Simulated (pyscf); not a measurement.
Optimised with ωB97X-D3(BJ)/def2-SVP in PySCF. Correlated levels are frozen-core, on RHF or UHF. ΔMP2 is the change of the MP2 total energy from the triple- to the quadruple-zeta basis.

### Question
For the elementary gas-phase step Cl–In (SMILES [Cl][In]) [singlet] + CH₄ (SMILES C) → H₃C–In (SMILES [CH3][In]) [singlet] + HCl (SMILES Cl) (singlet surface; Cl–In, C–H broken, C–In, Cl–H formed), what barrier and reaction energy does CCSD(T)/def2-TZVPP + ΔMP2(QZVPP) give, measured from the separated reactants?

### Answer
ΔE‡ = 220.5 kJ/mol, ΔE = +227.2 kJ/mol. Zero-point energy shifts the barrier by -10.0 kJ/mol. It is a four-centre exchange, with an imaginary mode of 249i cm⁻¹. On the product side the descent ends in a complex, 19.8 kJ/mol under the separated species and 4.1 kJ/mol under the saddle at ωB97X-D3(BJ)/def2-TZVP. At CCSD(T) the saddle lies under the separated products, which points to a path from their complex (located at ωB97X-D3(BJ) alone), and parting the products costs more than the saddle. One saddle was located; it need not be the lowest between these sides. The CCSD(T) − MP2 part came from Ansatz, without density fitting, on the same reference. The frozen core leaves the outer d or s,p core shells of the metals and heavy elements correlated in the MP2 and CC values, and def2-TZVPP describes them poorly, which can shift differences by a few kcal/mol. Elements past Kr carry the def2 core potentials, without spin-orbit coupling.
